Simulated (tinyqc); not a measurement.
UHF in the sto-3g basis, for H3O+, spin multiplicity 1, step by step (part 1 of 3). Computed by tinyqc, a small Python program that keeps every step (integrals from PySCF). Settings: charge = 1, multiplicity = 1, basis = sto-3g, energy threshold = 1e-09, iteration cap = 78, orthogonalisation = symmetric, start = core, DIIS depth = 4, method = UHF, break = 0.4. Command: `OMP_NUM_THREADS=1 python tinyqc.py 27226 27227 out.jsonl` (the two numbers bound the seeds that draw the settings). One thread of a shared host (Intel(R) Xeon(R) Processor @ 2.60GHz), about 0.1 s of CPU time with the checks. Later iterations appear only in the table of the cycle.

## One-electron integrals

Geometry (angstrom):
```
atom        x        y       z
O      0.0000   0.0000  0.0770
H      0.9820   0.0000  0.0000
H     -0.4910   0.8510  0.0000
H     -0.4910  -0.8510  0.0000
```

Basis sto-3g: exponents (1/bohr^2) and contraction coefficients of normalised primitives:
```
element  l (shell)  exponent  coefficient
O            s (1)  130.7093       0.1543
O            s (1)   23.8089       0.5353
O            s (1)    6.4436       0.4446
O            s (2)    5.0332      -0.1000
O            s (2)    1.1696       0.3995
O            s (2)    0.3804       0.7001
O            p (3)    5.0332       0.1559
O            p (3)    1.1696       0.6077
O            p (3)    0.3804       0.3920
H            s (1)    3.4253       0.1543
H            s (1)    0.6239       0.5353
H            s (1)    0.1689       0.4446
```

Overlap, kinetic and nuclear-attraction integrals over the contracted functions; the nuclear repulsion is the sum of Za Zb / Rab.

nuclear repulsion = 13.822285 hartree

overlap S, lower triangle:
```
         1O 1s   1O 2s   1O 2px   1O 2py   1O 2pz   2H 1s   3H 1s   4H 1s
1O 1s   1.0000
1O 2s   0.2367  1.0000
1O 2px  0.0000  0.0000   1.0000
1O 2py  0.0000  0.0000   0.0000   1.0000
1O 2pz  0.0000  0.0000   0.0000   0.0000   1.0000
2H 1s   0.0505  0.4567   0.3824   0.0000  -0.0300  1.0000
3H 1s   0.0505  0.4564  -0.1910   0.3311  -0.0300  0.1910  1.0000
4H 1s   0.0505  0.4564  -0.1910  -0.3311  -0.0300  0.1910  0.1907  1.0000
```

kinetic energy T (hartree), lower triangle:
```
          1O 1s   1O 2s   1O 2px   1O 2py   1O 2pz    2H 1s    3H 1s   4H 1s
1O 1s   29.0032
1O 2s   -0.1680  0.8081
1O 2px   0.0000  0.0000   2.5287
1O 2py   0.0000  0.0000   0.0000   2.5287
1O 2pz   0.0000  0.0000   0.0000   0.0000   2.5287
2H 1s   -0.0043  0.1157   0.2625   0.0000  -0.0206   0.7600
3H 1s   -0.0043  0.1154  -0.1310   0.2271  -0.0205  -0.0027   0.7600
4H 1s   -0.0043  0.1154  -0.1310  -0.2271  -0.0205  -0.0027  -0.0027  0.7600
```

nuclear attraction V (hartree), lower triangle:
```
           1O 1s     1O 2s    1O 2px    1O 2py    1O 2pz    2H 1s    3H 1s    4H 1s
1O 1s   -62.2296
1O 2s    -7.5644  -10.6452
1O 2px    0.0000   -0.0002  -10.6290
1O 2py    0.0000    0.0000    0.0000  -10.6290
1O 2pz    0.0034    0.0408    0.0000    0.0000  -10.4566
2H 1s    -1.6583   -3.8629   -2.8831    0.0000    0.2374  -6.0055
3H 1s    -1.6564   -3.8597    1.4398   -2.4956    0.2371  -1.2998  -6.0035
4H 1s    -1.6564   -3.8597    1.4398    2.4956    0.2371  -1.2998  -1.2981  -6.0035
```

core Hamiltonian H = T + V (hartree), lower triangle:
```
           1O 1s    1O 2s   1O 2px   1O 2py   1O 2pz    2H 1s    3H 1s    4H 1s
1O 1s   -33.2264
1O 2s    -7.7325  -9.8371
1O 2px    0.0000  -0.0002  -8.1003
1O 2py    0.0000   0.0000   0.0000  -8.1003
1O 2pz    0.0034   0.0408   0.0000   0.0000  -7.9279
2H 1s    -1.6626  -3.7473  -2.6206   0.0000   0.2168  -5.2454
3H 1s    -1.6607  -3.7442   1.3088  -2.2685   0.2166  -1.3025  -5.2435
4H 1s    -1.6607  -3.7442   1.3088   2.2685   0.2166  -1.3025  -1.3008  -5.2435
```

## Two-electron integrals

Functions are numbered as in S; the eight-fold symmetry (ij|kl) = (ji|kl) = (kl|ij) leaves the list below.

Two-electron integrals (ij|kl) in chemists' order, unique and non-zero (hartree):
```
(11|11) 4.7851      (21|11) 0.7414      (21|21) 0.1369      (22|11) 1.1189
(22|21) 0.2566      (22|22) 0.8172      (31|31) 0.0245      (32|31) 0.0378
(32|32) 0.1805      (33|11) 1.1158      (33|21) 0.2567      (33|22) 0.8170
(33|33) 0.8802      (41|41) 0.0245      (42|41) 0.0378      (42|42) 0.1805
(43|43) 0.0474      (44|11) 1.1158      (44|21) 0.2567      (44|22) 0.8170
(44|33) 0.7853      (44|44) 0.8802      (51|51) 0.0245      (52|51) 0.0378
(52|52) 0.1805      (53|53) 0.0474      (54|54) 0.0474      (55|11) 1.1158
(55|21) 0.2567      (55|22) 0.8170      (55|33) 0.7853      (55|44) 0.7853
(55|55) 0.8802      (61|11) 0.1607      (61|21) 0.0294      (61|22) 0.0548
(61|31) 0.0014      (61|32) 0.0025      (61|33) 0.0550      (61|44) 0.0547
(61|51) -1.06e-04   (61|52) -1.98e-04   (61|53) -2.51e-05   (61|55) 0.0547
(61|61) 0.0064      (62|11) 0.3846      (62|21) 0.0893      (62|22) 0.3141
(62|31) 0.0067      (62|32) 0.0506      (62|33) 0.3243      (62|44) 0.3088
(62|51) -0.0005     (62|52) -0.0040     (62|53) -0.0012     (62|55) 0.3089
(62|61) 0.0195      (62|62) 0.1485      (63|11) 0.2735      (63|21) 0.0643
(63|22) 0.2416      (63|31) 0.0136      (63|32) 0.0915      (63|33) 0.2633
(63|44) 0.2306      (63|51) -3.31e-04   (63|52) -0.0029     (63|53) -0.0017
(63|55) 0.2307      (63|61) 0.0147      (63|62) 0.1388      (63|63) 0.1496
(64|41) 0.0094      (64|42) 0.0546      (64|43) 0.0106      (64|54) -0.0008
(64|64) 0.0214      (65|11) -0.0214     (65|21) -0.0050     (65|22) -0.0189
(65|31) -3.31e-04   (65|32) -0.0029     (65|33) -0.0190     (65|44) -0.0181
(65|51) 0.0094      (65|52) 0.0548      (65|53) 0.0106      (65|55) -0.0197
(65|61) -0.0012     (65|62) -0.0109     (65|63) -0.0101     (65|65) 0.0221
(66|11) 0.5191      (66|21) 0.1225      (66|22) 0.4934      (66|31) 0.0120
(66|32) 0.1251      (66|33) 0.5325      (66|44) 0.4733      (66|51) -0.0009
(66|52) -0.0098     (66|53) -0.0046     (66|55) 0.4737      (66|61) 0.0271
(66|62) 0.2916      (66|63) 0.3111      (66|65) -0.0244     (66|66) 0.7746
(71|11) 0.1605      (71|21) 0.0294      (71|22) 0.0547      (71|31) -0.0007
(71|32) -0.0013     (71|33) 0.0547      (71|41) 0.0012      (71|42) 0.0022
(71|43) -1.38e-04   (71|44) 0.0548      (71|51) -1.06e-04   (71|52) -1.98e-04
(71|53) 1.25e-05    (71|54) -2.17e-05   (71|55) 0.0546      (71|61) 0.0063
(71|62) 0.0188      (71|63) 0.0132      (71|64) 0.0005      (71|65) -0.0011
(71|66) 0.0257      (71|71) 0.0064      (72|11) 0.3843      (72|21) 0.0892
(72|22) 0.3138      (72|31) -0.0033     (72|32) -0.0253     (72|33) 0.3124
(72|41) 0.0058      (72|42) 0.0438      (72|43) -0.0067     (72|44) 0.3202
(72|51) -0.0005     (72|52) -0.0040     (72|53) 0.0006      (72|54) -0.0010
(72|55) 0.3087      (72|61) 0.0188      (72|62) 0.1171      (72|63) 0.0835
(72|64) 0.0131      (72|65) -0.0083     (72|66) 0.1857      (72|71) 0.0195
(72|72) 0.1483      (73|11) -0.1366     (73|21) -0.0321     (73|22) -0.1207
(73|31) 0.0105      (73|32) 0.0637      (73|33) -0.1272     (73|41) -0.0018
(73|42) -0.0160     (73|43) 0.0116      (73|44) -0.1195     (73|51) 1.65e-04
(73|52) 0.0014      (73|53) -0.0011     (73|54) 3.91e-04    (73|55) -0.1152
(73|61) -0.0062     (73|62) -0.0304     (73|63) -0.0060     (73|64) -0.0027
(73|65) 0.0021      (73|66) -0.0350     (73|71) -0.0073     (73|72) -0.0693
(73|73) 0.0533      (74|11) 0.2367      (74|21) 0.0557      (74|22) 0.2092
(74|31) -0.0018     (74|32) -0.0160     (74|33) 0.2021      (74|41) 0.0126
(74|42) 0.0822      (74|43) -0.0096     (74|44) 0.2254      (74|51) -2.86e-04
(74|52) -0.0025     (74|53) 3.91e-04    (74|54) -0.0015     (74|55) 0.1997
(74|61) 0.0117      (74|62) 0.0788      (74|63) 0.0556      (74|64) 0.0245
(74|65) -0.0055     (74|66) 0.1262      (74|71) 0.0127      (74|72) 0.1201
(74|73) -0.0554     (74|74) 0.1174      (75|11) -0.0214     (75|21) -0.0050
(75|22) -0.0189     (75|31) 1.65e-04    (75|32) 0.0014      (75|33) -0.0183
(75|41) -2.86e-04   (75|42) -0.0025     (75|43) 3.91e-04    (75|44) -0.0187
(75|51) 0.0094      (75|52) 0.0547      (75|53) -0.0053     (75|54) 0.0092
(75|55) -0.0197     (75|61) -0.0011     (75|62) -0.0083     (75|63) -0.0058
(75|64) -0.0009     (75|65) 0.0167      (75|66) -0.0144     (75|71) -0.0012
(75|72) -0.0109     (75|73) 0.0050      (75|74) -0.0087     (75|75) 0.0221
(76|11) 0.1247      (76|21) 0.0292      (76|22) 0.1097      (76|31) 0.0009
(76|32) 0.0078      (76|33) 0.1105      (76|41) 0.0015      (76|42) 0.0135
(76|43) 4.07e-04    (76|44) 0.1110      (76|51) -2.80e-04   (76|52) -0.0024
(76|53) -2.82e-04   (76|54) -4.89e-04   (76|55) 0.1077      (76|61) 0.0063
(76|62) 0.0495      (76|63) 0.0431      (76|64) 0.0052      (76|65) -0.0041
(76|66) 0.0968      (76|71) 0.0063      (76|72) 0.0495      (76|73) -0.0171
(76|74) 0.0399      (76|75) -0.0041     (76|76) 0.0198      (77|11) 0.5188
(77|21) 0.1224      (77|22) 0.4932      (77|31) -0.0060     (77|32) -0.0625
(77|33) 0.4879      (77|41) 0.0104      (77|42) 0.1083      (77|43) -0.0256
(77|44) 0.5175      (77|51) -0.0009     (77|52) -0.0098     (77|53) 0.0023
(77|54) -0.0040     (77|55) 0.4735      (77|61) 0.0257      (77|62) 0.1858
(77|63) 0.1268      (77|64) 0.0328      (77|65) -0.0144     (77|66) 0.3080
(77|71) 0.0270      (77|72) 0.2913      (77|73) -0.1554     (77|74) 0.2693
(77|75) -0.0244     (77|76) 0.0968      (77|77) 0.7746      (81|11) 0.1605
(81|21) 0.0294      (81|22) 0.0547      (81|31) -0.0007     (81|32) -0.0013
(81|33) 0.0547      (81|41) -0.0012     (81|42) -0.0022     (81|43) 1.38e-04
(81|44) 0.0548      (81|51) -1.06e-04   (81|52) -1.98e-04   (81|53) 1.25e-05
(81|54) 2.17e-05    (81|55) 0.0546      (81|61) 0.0063      (81|62) 0.0188
(81|63) 0.0132      (81|64) -0.0005     (81|65) -0.0011     (81|66) 0.0257
(81|71) 0.0063      (81|72) 0.0188      (81|73) -0.0071     (81|74) 0.0112
(81|75) -0.0011     (81|76) 0.0061      (81|77) 0.0257      (81|81) 0.0064
(82|11) 0.3843      (82|21) 0.0892      (82|22) 0.3138      (82|31) -0.0033
(82|32) -0.0253     (82|33) 0.3124      (82|41) -0.0058     (82|42) -0.0438
(82|43) 0.0067      (82|44) 0.3202      (82|51) -0.0005     (82|52) -0.0040
(82|53) 0.0006      (82|54) 0.0010      (82|55) 0.3087      (82|61) 0.0188
(82|62) 0.1171      (82|63) 0.0835      (82|64) -0.0131     (82|65) -0.0083
(82|66) 0.1857      (82|71) 0.0188      (82|72) 0.1170      (82|73) -0.0530
(82|74) 0.0657      (82|75) -0.0083     (82|76) 0.0401      (82|77) 0.1856
(82|81) 0.0195      (82|82) 0.1483      (83|11) -0.1366     (83|21) -0.0321
(83|22) -0.1207     (83|31) 0.0105      (83|32) 0.0637      (83|33) -0.1272
(83|41) 0.0018      (83|42) 0.0160      (83|43) -0.0116     (83|44) -0.1195
(83|51) 1.65e-04    (83|52) 0.0014      (83|53) -0.0011     (83|54) -3.91e-04
(83|55) -0.1152     (83|61) -0.0062     (83|62) -0.0304     (83|63) -0.0060
(83|64) 0.0027      (83|65) 0.0021      (83|66) -0.0350     (83|71) -0.0071
(83|72) -0.0530     (83|73) 0.0398      (83|74) -0.0291     (83|75) 0.0037
(83|76) -0.0135     (83|77) -0.0917     (83|81) -0.0073     (83|82) -0.0693
(83|83) 0.0533      (84|11) -0.2367     (84|21) -0.0557     (84|22) -0.2092
(84|31) 0.0018      (84|32) 0.0160      (84|33) -0.2021     (84|41) 0.0126
(84|42) 0.0822      (84|43) -0.0096     (84|44) -0.2254     (84|51) 2.86e-04
(84|52) 0.0025      (84|53) -3.91e-04   (84|54) -0.0015     (84|55) -0.1997
(84|61) -0.0117     (84|62) -0.0788     (84|63) -0.0556     (84|64) 0.0245
(84|65) 0.0055      (84|66) -0.1262     (84|71) -0.0112     (84|72) -0.0657
(84|73) 0.0291      (84|74) -0.0213     (84|75) 0.0046      (84|76) -0.0235
(84|77) -0.0934     (84|81) -0.0127     (84|82) -0.1201     (84|83) 0.0554
(84|84) 0.1174      (85|11) -0.0214     (85|21) -0.0050     (85|22) -0.0189
(85|31) 1.65e-04    (85|32) 0.0014      (85|33) -0.0183     (85|41) 2.86e-04
(85|42) 0.0025      (85|43) -3.91e-04   (85|44) -0.0187     (85|51) 0.0094
(85|52) 0.0547      (85|53) -0.0053     (85|54) -0.0092     (85|55) -0.0197
(85|61) -0.0011     (85|62) -0.0083     (85|63) -0.0058     (85|64) 0.0009
(85|65) 0.0167      (85|66) -0.0144     (85|71) -0.0011     (85|72) -0.0083
(85|73) 0.0037      (85|74) -0.0046     (85|75) 0.0167      (85|76) -0.0032
(85|77) -0.0144     (85|81) -0.0012     (85|82) -0.0109     (85|83) 0.0050
(85|84) 0.0087      (85|85) 0.0221      (86|11) 0.1247      (86|21) 0.0292
(86|22) 0.1097      (86|31) 0.0009      (86|32) 0.0078      (86|33) 0.1105
(86|41) -0.0015     (86|42) -0.0135     (86|43) -4.07e-04   (86|44) 0.1110
(86|51) -2.80e-04   (86|52) -0.0024     (86|53) -2.82e-04   (86|54) 4.89e-04
(86|55) 0.1077      (86|61) 0.0063      (86|62) 0.0495      (86|63) 0.0431
(86|64) -0.0052     (86|65) -0.0041     (86|66) 0.0968      (86|71) 0.0061
(86|72) 0.0401      (86|73) -0.0135     (86|74) 0.0235      (86|75) -0.0032
(86|76) 0.0163      (86|77) 0.0645      (86|81) 0.0063      (86|82) 0.0495
(86|83) -0.0171     (86|84) -0.0399     (86|85) -0.0041     (86|86) 0.0198
(87|11) 0.1246      (87|21) 0.0291      (87|22) 0.1096      (87|31) -0.0018
(87|32) -0.0156     (87|33) 0.1110      (87|44) 0.1101      (87|51) -2.79e-04
(87|52) -0.0024     (87|53) 0.0006      (87|55) 0.1075      (87|61) 0.0061
(87|62) 0.0401      (87|63) 0.0271      (87|65) -0.0032     (87|66) 0.0644
(87|71) 0.0063      (87|72) 0.0494      (87|73) -0.0260     (87|74) 0.0347
(87|75) -0.0041     (87|76) 0.0163      (87|77) 0.0967      (87|81) 0.0063
(87|82) 0.0494      (87|83) -0.0260     (87|84) -0.0347     (87|85) -0.0041
(87|86) 0.0163      (87|87) 0.0198      (88|11) 0.5188      (88|21) 0.1224
(88|22) 0.4932      (88|31) -0.0060     (88|32) -0.0625     (88|33) 0.4879
(88|41) -0.0104     (88|42) -0.1083     (88|43) 0.0256      (88|44) 0.5175
(88|51) -0.0009     (88|52) -0.0098     (88|53) 0.0023      (88|54) 0.0040
(88|55) 0.4735      (88|61) 0.0257      (88|62) 0.1858      (88|63) 0.1268
(88|64) -0.0328     (88|65) -0.0144     (88|66) 0.3080      (88|71) 0.0257
(88|72) 0.1856      (88|73) -0.0917     (88|74) 0.0934      (88|75) -0.0144
(88|76) 0.0645      (88|77) 0.3078      (88|81) 0.0270      (88|82) 0.2913
(88|83) -0.1554     (88|84) -0.2693     (88|85) -0.0244     (88|86) 0.0968
(88|87) 0.0967      (88|88) 0.7746
```

## Orthogonalisation

S = U s U^T; symmetric (Loewdin) form X = U s^(-1/2) U^T, so that X^T S X = 1.

eigenvalues of S: 0.3481  0.4266  0.4268  0.9746  1.0087  1.3824  1.3825  2.0504

X, lower triangle:
```
          1O 1s    1O 2s   1O 2px   1O 2py  1O 2pz    2H 1s    3H 1s   4H 1s
1O 1s    1.0250
1O 2s   -0.1500   1.3117
1O 2px   0.0000   0.0002   1.1228
1O 2py   0.0000   0.0000   0.0000   1.1227
1O 2pz   0.0017  -0.0186   0.0000   0.0000  1.0012
2H 1s    0.0202  -0.2655  -0.2723   0.0000  0.0171   1.1940
3H 1s    0.0202  -0.2652   0.1360  -0.2357  0.0171  -0.0649   1.1937
4H 1s    0.0202  -0.2652   0.1360   0.2357  0.0171  -0.0649  -0.0648  1.1937
```

## Starting guess

The start is the orbitals of the core Hamiltonian, with HOMO and LUMO mixed by +/-0.4 rad for the two spins; D(s) = C_occ C_occ^T for each spin.

D(alpha) at the start, lower triangle:
```
          1O 1s    1O 2s   1O 2px   1O 2py   1O 2pz    2H 1s   3H 1s   4H 1s
1O 1s    1.0699
1O 2s   -0.3195   1.4526
1O 2px   0.0021  -0.0073   1.2406
1O 2py   0.0000   0.0000   0.0000   1.2172
1O 2pz   0.0090  -0.0577  -0.1405   0.0000   0.8531
2H 1s    0.0329  -0.1507  -0.3039   0.0000   0.4021   0.2470
3H 1s    0.0415  -0.1806   0.1474  -0.2070  -0.1558  -0.0806  0.1006
4H 1s    0.0415  -0.1806   0.1474   0.2070  -0.1558  -0.0806  0.0302  0.1006
```

D(beta) at the start, lower triangle:
```
          1O 1s    1O 2s   1O 2px   1O 2py   1O 2pz    2H 1s   3H 1s   4H 1s
1O 1s    1.0700
1O 2s   -0.3203   1.4576
1O 2px  -0.0028   0.0135   1.2406
1O 2py   0.0000   0.0000   0.0000   1.2172
1O 2pz   0.0059  -0.0238   0.1402   0.0000   0.8494
2H 1s    0.0464  -0.2081  -0.3032   0.0000  -0.3723   0.2429
3H 1s    0.0356  -0.1553   0.1481  -0.2070   0.1844  -0.0818  0.1024
4H 1s    0.0356  -0.1553   0.1481   0.2070   0.1844  -0.0818  0.0320  0.1024
```

## Iteration 1: building the Fock matrix

J_ij = sum D_kl (ij|kl) with D = D(alpha) + D(beta), K_ij = sum D_kl (ik|jl) for each spin; F = H + J - K(s); E = tr D H + tr D J / 2 - 0.5 sum_s tr D(s) K(s) + E_nn.

Coulomb J (hartree), lower triangle:
```
          1O 1s    1O 2s   1O 2px   1O 2py   1O 2pz   2H 1s   3H 1s   4H 1s
1O 1s   18.7248
1O 2s    3.5720   8.8287
1O 2px   0.0016   0.0195   8.8357
1O 2py   0.0000   0.0000   0.0000   8.8248
1O 2pz  -0.0024  -0.0088  -0.0008   0.0000   8.8021
2H 1s    0.7674   3.3059   2.5069   0.0000  -0.1981  5.0451
3H 1s    0.7663   3.2844  -1.2313   2.1443  -0.1960  1.1311  4.9521
4H 1s    0.7663   3.2844  -1.2313  -2.1443  -0.1960  1.1311  1.1238  4.9521
```

exchange K(alpha) (hartree), lower triangle:
```
          1O 1s    1O 2s   1O 2px   1O 2py   1O 2pz   2H 1s   3H 1s   4H 1s
1O 1s    4.9319
1O 2s    0.8605   1.4196
1O 2px  -0.0005   0.0016   1.1900
1O 2py   0.0000   0.0000   0.0000   1.1830
1O 2pz  -0.0006  -0.0102   0.0170   0.0000   1.0626
2H 1s    0.1934   0.4756   0.2789   0.0000   0.0867  0.3019
3H 1s    0.1937   0.4599  -0.1324   0.2263  -0.0681  0.1198  0.2415
4H 1s    0.1937   0.4599  -0.1324  -0.2263  -0.0681  0.1198  0.1304  0.2415
```

exchange K(beta) (hartree), lower triangle:
```
          1O 1s    1O 2s   1O 2px   1O 2py   1O 2pz   2H 1s   3H 1s   4H 1s
1O 1s    4.9319
1O 2s    0.8605   1.4193
1O 2px   0.0002   0.0025   1.1878
1O 2py   0.0000   0.0000   0.0000   1.1851
1O 2pz  -0.0003  -0.0115  -0.0176   0.0000   1.0632
2H 1s    0.1937   0.4639   0.2775   0.0000  -0.1321  0.3032
3H 1s    0.1935   0.4648  -0.1319   0.2272   0.0246  0.1199  0.2409
4H 1s    0.1935   0.4648  -0.1319  -0.2272   0.0246  0.1199  0.1303  0.2409
```

F(alpha) (hartree), lower triangle:
```
           1O 1s    1O 2s   1O 2px   1O 2py   1O 2pz    2H 1s    3H 1s    4H 1s
1O 1s   -19.4335
1O 2s    -5.0210  -2.4281
1O 2px    0.0021   0.0176  -0.4546
1O 2py    0.0000   0.0000   0.0000  -0.4585
1O 2pz    0.0017   0.0422  -0.0178   0.0000  -0.1884
2H 1s    -1.0886  -0.9171  -0.3926   0.0000  -0.0680  -0.5023
3H 1s    -1.0881  -0.9198   0.2098  -0.3504   0.0887  -0.2913  -0.5330
4H 1s    -1.0881  -0.9198   0.2098   0.3504   0.0887  -0.2913  -0.3074  -0.5330
```

F(beta) (hartree), lower triangle:
```
           1O 1s    1O 2s   1O 2px   1O 2py   1O 2pz    2H 1s    3H 1s    4H 1s
1O 1s   -19.4335
1O 2s    -5.0209  -2.4277
1O 2px    0.0013   0.0168  -0.4523
1O 2py    0.0000   0.0000   0.0000  -0.4606
1O 2pz    0.0013   0.0435   0.0168   0.0000  -0.1889
2H 1s    -1.0890  -0.9053  -0.3912   0.0000   0.1508  -0.5036
3H 1s    -1.0879  -0.9247   0.2094  -0.3513  -0.0041  -0.2913  -0.5324
4H 1s    -1.0879  -0.9247   0.2094   0.3513  -0.0041  -0.2913  -0.3073  -0.5324
```

total energy of this density = -73.349298 hartree
